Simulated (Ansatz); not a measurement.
Wavefunction ladder for `O=C1SC1O`

```xyz
7

O    -1.931    0.774   -0.082
C    -0.987    0.129    0.241
S    -0.206   -0.573    1.631
C     0.279   -0.445   -0.203
O     1.340    0.308   -0.590
H     0.287   -1.414   -0.691
H     1.218    1.222   -0.306
```

Charge 0, multiplicity 1. All single points use the PBE0-D4/def2-TZVP geometry. It is one conformer, not always the lowest. Frozen core, restricted reference, Ansatz 0.2.0. CBS rows extrapolate triple and quadruple zeta; past MP2 they add the triple-zeta difference.

```json
{"basis": "def2-SVP", "HF (Eh)": "-623.79031", "MP2 corr.": "-0.75987"}
{"basis": "def2-TZVPP", "HF (Eh)": "-624.20553", "MP2 corr.": "-0.95750"}
{"basis": "def2-QZVPP", "HF (Eh)": "-624.22667", "MP2 corr.": "-1.03100"}
```

Problem. Estimate the CCSD correlation energy and the (T) correction in each basis where they were run (hartree).

Solution. 
```
     basis  CCSD corr.       (T)
  def2-SVP    -0.78048  -0.02956
def2-TZVPP    -0.96870  -0.04887
 CBS(def2)    -1.09665     as TZ
```
